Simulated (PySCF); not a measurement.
Gas-phase reaction: B2O2 = 2 B + 2 O

Computed with PySCF and rigid-rotor harmonic-oscillator thermochemistry at 1 bar. The comparison is the NASA 1993 polynomial table, which mixes measured and estimated data. † marks an energy on the PBE0/def2-TZVP geometry and frequencies; other levels use their own. MP2 freezes the core. 6-31G* has spherical d functions here. Open shells (unrestricted): B (multiplicity 2, electronic degeneracy 6), O (multiplicity 3, electronic degeneracy 9); the rest are closed-shell singlets. Spin-orbit splitting is ignored; it lowers the true energy and changes the entropy of B, O. B3LYP is the form with VWN-RPA correlation. MP2 isn't extrapolated to the basis-set limit; its ΔH°(298 K) is 2164.6 kJ in def2-SVP and 2168.2 kJ in def2-TZVPP. The harmonic model lacks anharmonicity and excited electronic states, which grow with temperature; levels with a mode under 35 cm⁻¹ are left out. The table's entry may be an old estimate for B2O2 (not checked at source).

| level | ΔH°(298 K), kJ | minus table | ΔG°(1200 K), kJ |
|---|---|---|---|
| table | 2074.4 | - | 1597.1 |
| B3LYP/6-31G* | 2098.9 | 24.5 | 1626.8 |
| HF/def2-TZVP† | 1463.9 | -610.5 | 992.2 |
| M06-2X/def2-TZVP† | 2102.9 | 28.5 | 1631.2 |
| MP2/def2-TZVPP† | 2168.2 | 93.8 | 1696.5 |
| PBE0/def2-SVP† | 2136.3 | 61.9 | 1664.6 |
| PBE0/def2-TZVP | 2091.1 | 16.7 | 1619.4 |
| LDA/def2-TZVP† | 2462.1 | 387.7 | 1990.4 |
| ωB97M-V/def2-TZVP† | 2105.6 | 31.2 | 1634.0 |
| ωB97X-V/def2-TZVP† | 2083.6 | 9.2 | 1611.9 |
